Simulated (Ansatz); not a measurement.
Results of rVV10 in Ansatz (plane waves, PAW) for PdS (P4₂/m, No. 84).

Settings: plane-wave cutoff 520 eV, 10×10×8 k mesh (along the axes of the cell as run), Fermi–Dirac smearing 0.05 eV, scalar-relativistic PAW data made under PBE.

Energies at three volumes about the minimum:

| V (Å³/atom) | E − E_lowest (meV/atom) |
|---|---|
| 17.769 | 2.57 |
| 18.132 | 0.00 |
| 18.495 | 2.38 |

Fit a parabola by hand: where is the minimum, and what is the bulk modulus?

Slopes: (0.00 − 2.57)/(18.132 − 17.769) = -7.080 and (2.38 − 0.00)/(18.495 − 18.132) = 6.556 meV/Å³. Curvature E″ = 2 × (6.556 − (-7.080))/(18.495 − 17.769) = 37.565 meV/Å⁶. From the middle of the first interval, the slope vanishes at V0 = 17.9505 − (-7.080)/37.565 = 18.139 Å³/atom. B = V0 E″ = 18.139 × 37.565 meV/Å³ × 0.1602 GPa per meV/Å³ = 109 GPa. The full Birch–Murnaghan fit to all volumes gives V0 = 18.131 Å³/atom and B0 = 109 GPa.

Shape and atoms are relaxed at each volume.

Note: the run has no spin polarisation, so it can have missed a magnetic state; the volume lies 6 % above that of the published cell; the bulk modulus comes from volumes at which shape and atoms were relaxed.

Ansatz is an electronic-structure program.
